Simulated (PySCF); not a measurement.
Molecule (SMILES): ClCl (Cl2).
Geometry (B3LYP-D3(BJ)/def2-TZVP, fixed):
```
Cl
Cl 1 2.0135
```

Basis-set convergence of the lowest singlet excitation energy at PBE with PySCF. Tamm-Dancoff approximation; the state is taken by its order, and sets in which it differs in degeneracy or brightness are left out, yet its character can still change. All functions are spherical. Density fitting with generated auxiliary sets. No added dispersion term, no relativity. Reference: the value in aug-pcseg-3, 3.372 eV, itself unsure by roughly 0.005 eV (its mean distance from aug-cc-pV(Q+d)Z, aug-pcseg-2, aug-cc-pV(T+d)Z). Deviations are taken from unrounded values.

```
basis        functions  lowest singlet excitation energy (eV)  minus reference (eV)
-----------  ---------  -------------------------------------  --------------------
def2-SVP            36                                  3.444                 0.073
def2-SVPD           54                                  3.300                -0.072
def2-TZVP           74                                  3.404                 0.032
def2-TZVPP          84                                  3.405                 0.033
def2-TZVPD          92                                  3.370                -0.002
def2-TZVPPD        102                                  3.371                -0.001
def2-QZVPP         140                                  3.382                 0.010
def2-QZVPPD        158                                  3.372                 0.000
```

The smallest set listed that lies within 0.05 eV of the reference with all its larger relatives (same family, alike in diffuse functions; a set with none counts only in the reference's own line) is def2-TZVP (74 functions, 0.032 eV off).
